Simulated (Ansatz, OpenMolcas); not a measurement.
**Ansatz → OpenMolcas**

This Ansatz 0.2.0 job computes doublet AlH3Cl:

job.yaml:
```yaml
crystal:
  periodic: [false, false, false]
  atoms:
    - {symbol: Al, position_ang: [0.109160, -0.000440, -0.082500]}
    - {symbol: Cl, position_ang: [-1.562720, -0.002110, 1.184250]}
    - {symbol: H, position_ang: [0.226090, 1.478490, -0.704190]}
    - {symbol: H, position_ang: [-0.160190, -1.106410, -1.218300]}
    - {symbol: H, position_ang: [1.387660, -0.369540, 0.820730]}
basis:
  gaussian:
    orbitals: STO-3G
total_charge: 0
magnetization:
  spin_polarized: true
  initial_magnetization: 1
hamiltonian:
  xc: r2scan
accuracy: high
```

```bash
$ ansatz run job.yaml --threads 1 --pin off --max-ram 2610MiB --events-out events.jsonl --progress --plain --runs-dir runs
```

The shape comes from GFN2-xTB, which is rough for such elements, and wasn't checked as a minimum. That shape belongs to the parent species and isn't relaxed for this state.

It gives a total energy of -696.403302 Eh.

Q: How is this level of theory, on these atoms, set up in OpenMolcas 26.06 as an input file of the program's own?

A: This input was run:

test.input:
```
&GATEWAY
  BasLib = $CurrDir
  Coord
  5
  angstrom
  Al       0.109160      -0.000440      -0.082500
  Cl      -1.562720      -0.002110       1.184250
  H        0.226090       1.478490      -0.704190
  H       -0.160190      -1.106410      -1.218300
  H        1.387660      -0.369540       0.820730
  Basis = STO-3G
  Group = NoSym

&SEWARD
  GridInput
  Grid=UltraFine
  End of Grid

&SCF
  UHF
  Spin = 2
  KSDFT = 2
  1.0 MGGA_X_R2SCAN
  1.0 MGGA_C_R2SCAN
  Thresholds = 1e-10 1e-07 1e-07 1e-05
  PrOrbitals = 1 1
```

```bash
$ export MOLCAS_MEM=1860
$ pymolcas test.input > test.log
```

(Basis files named in the input come from the Basis Set Exchange and aren't shown.)

Its energy is -696.403298 Eh, 0.004 mEh from the first.
